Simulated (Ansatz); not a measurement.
## Bulk modulus B0 of some III–V compounds

Method: LDA (Ansatz, a first-principles code, PAW). References are measured values corrected to a static lattice or taken at low temperature (these still hold zero-point motion).

Values in GPa.

```csv
solid,reference,LDA,error (%)
zinc-blende InP,72,71.2,-1.1
zinc-blende InSb,46.1,46.6,+1.1
zinc-blende AlAs,75,75.5,+0.7
zinc-blende GaAs,76.7,74.3,-3.1
zinc-blende GaP,89.6,90.0,+0.4
zinc-blende BP,176 (168–176),176,0.0
cubic BN,410 (388–410),403,-1.7
zinc-blende InAs,58.6,60.1,+2.6
```

Over these 8 solids the mean error is -0.1 %, the mean absolute error 1.3 % (median 1.1 %), and the worst case zinc-blende GaAs at -3.1 %; the value is above the reference in 4 of 8 cases.

All these references are brought to a static lattice.

Spin–orbit coupling is left out, also for the solids with elements from indium on (zinc-blende InP, zinc-blende InSb, zinc-blende InAs); its size isn't shown.

Brackets give the range of our sources, which can hold other temperatures.

Differences are worked out from the printed values.

Each level is taken at its own relaxed cell. Caveats: the gap of the solid is closed in this run (zinc-blende InSb, zinc-blende InAs). Ansatz's density-functional and Hartree–Fock values are scalar-relativistic unless marked +SOC, with PAW data made under PBE.

Not in this set, of the III–V compounds with a reference value in our tables and a result at some level: 3 for a reference at room or unstated temperature (wurtzite AlN, zinc-blende BAs, zinc-blende GaSb); 1 for a high-temperature or high-pressure phase (wurtzite BN); 1 for sources at odds (wurtzite GaN). These can be a level's worst cases. At least 2 more with a reference value are held back for tests. Layered and molecular crystals are counted apart.

References as tabulated in Mejia-Rodriguez and Trickey (2018), arXiv:1807.09216; Goldzak et al. (2022), arXiv:2208.04865.
